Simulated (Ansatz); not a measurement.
# CHLiSi (SMILES [Li][C]#[SiH]): one structure at several levels

The task here is to estimate one member of a computed series from the others.

Program: Ansatz 0.2.0, Gaussian basis. Level of theory: single points in def2-TZVPP. These are calculated values, not measurements.

Correlated methods freeze the cores. The outer core shell of Li, Na, Mg and K is correlated.

**Where the work starts**

SMILES `[Li][C]#[SiH]`, 4 atoms, charge 0, spin multiplicity 1.

Atoms are counted from 1 here; the program's logs count them from 0.

Bond lengths: Li1–C2 1.906 Å, C2–Si3 1.753 Å, Si3–H4 1.503 Å. Angles: Li1–C2–Si3 122.6°, C2–Si3–H4 172.1°.

Coordinates:

```
Li   -1.60890    1.36320   -1.11760
C    -1.03740    0.04450    0.13500
Si    0.64700   -0.39520    0.34050
H     2.02090   -0.93630    0.62320
```

The first run:

File run/in.yaml:

```yaml
crystal:
  periodic: [false, false, false]
  atoms:
    - {symbol: Li, position_ang: [-1.608900, 1.363200, -1.117600]}
    - {symbol: C, position_ang: [-1.037400, 0.044500, 0.135000]}
    - {symbol: Si, position_ang: [0.647000, -0.395200, 0.340500]}
    - {symbol: H, position_ang: [2.020900, -0.936300, 0.623200]}
basis:
  gaussian: {orbitals: def2-TZVPP}
correlation: {method: ccsd_t}
output: {forces: true}
```

The command line of these runs was not kept.

Steps of the session up to this table: CCSD(T)/def2-TZVPP; PBE0-D4/def2-TZVPP; wB97M-V/def2-TZVPP; r2SCAN-D4/def2-TZVPP; PBE-D4/def2-TZVPP; wB97X-V/def2-TZVPP; BLYP-D4/def2-TZVPP.

One table of the session follows, with a row left open; its other results are not shown here.

```
   method  RMS force component (eV/Å)  angle to CCSD(T) forces (°)  dipole (D)
  CCSD(T)                       0.885                    reference        5.61
  PBE0-D4                       1.269                          5.6        5.20
  wB97M-V                       1.416                          5.6        5.08
r2SCAN-D4                       1.168                          5.1        5.38
   PBE-D4                           ?                            ?           ?
  wB97X-V                       1.472                          5.6        5.11
  BLYP-D4                       0.980                          5.4        5.19
```

Estimate the missing values for PBE-D4.

As computed: RMS force component (eV/Å): 1.028; angle to CCSD(T) forces (°): 7.4; dipole (D): 5.25. In the column «RMS force component (eV/Å)» it lies between BLYP-D4 (0.980) and r2SCAN-D4 (1.168).
